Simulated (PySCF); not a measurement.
## Protonation sites of phosphorin

System: phosphorin, `c1ccpcc1` (C5H5P). Optimised structure (Å), atoms numbered from 1:
```
C    -0.2508    1.1235    0.0516
C    -1.2982    0.2038   -0.0212
C    -1.1011   -1.1717   -0.0933
P     0.4429   -1.9691   -0.1048
C     1.4991   -0.5929   -0.0048
C     1.0898    0.7354    0.0594
H    -0.4897    2.1886    0.1050
H    -2.3237    0.5878   -0.0217
H    -1.9859   -1.8152   -0.1477
H     2.5747   -0.8003    0.0076
H     1.8538    1.5175    0.1193
```

These are calculated values, ωB97X-D3(BJ)/def2-TZVP in PySCF (grid level 2) at geometries from PBE0-D3(BJ)/def2-SVP. Thermal corrections: PBE0-D3(BJ)/def2-SVP frequencies, unscaled, ideal gas at 298.15 K and 1 bar, quasi-RRHO entropy.

| site | product | PA / kJ/mol | GB / kJ/mol | gas share | above best in toluene / kJ/mol | above best in chloroform / kJ/mol |
| --- | --- | --- | --- | --- | --- | --- |
| P4 (phosphorus) | `c1cc[pH+]cc1` | 839 | 809 | > 99.9 % | 0.0 | 0.0 |
| C3 (aromatic carbon) | `C1=C[CH+]CP=C1` | 774 | 748 | < 0.1 % | 61.4 | 62.1 |
| C1 (aromatic carbon) | `C1=CP=C[CH+]C1` | 773 | 744 | < 0.1 % | 65.9 | 66.9 |
| C2 (aromatic carbon) | `C1=CCC=[P+]=C1` | 730 | 703 | < 0.1 % | 104.9 | 105.0 |

PA is −ΔH and GB is −ΔG of B + H⁺ → BH⁺ in the gas phase. Shares are Boltzmann weights among the listed products; an error of 10 kJ/mol changes a ratio about 56-fold. Sites whose products fell apart, merged with another or lost in a GFN2-xTB screen aren't listed. Values in solvent are IEF-PCM free energies relative to the most favourable product.

Of the listed sites P4 (phosphorus) is favoured in the gas phase, 60 kJ/mol ahead of C3 in free energy.

In toluene the product from P4 is solvated 132 kJ/mol more strongly than the parent (electrostatics only).

In chloroform the product from P4 is solvated 179 kJ/mol more strongly than the parent (electrostatics only).

Measured values (NIST Chemistry WebBook, evaluated or the median of agreeing entries): proton affinity (−ΔH) 818 kJ/mol (computed 839, difference 21); gas-phase basicity (−ΔG) 785 kJ/mol (computed 809, difference 23). These are compared with the most favourable site that keeps the skeleton.

Known limits: the order of C3 and C1 is undecided: the gaps lie inside the method's error (some 10 kJ/mol, one structure a species).

Differences come from unrounded values, so a last digit can differ from that of the printed terms.
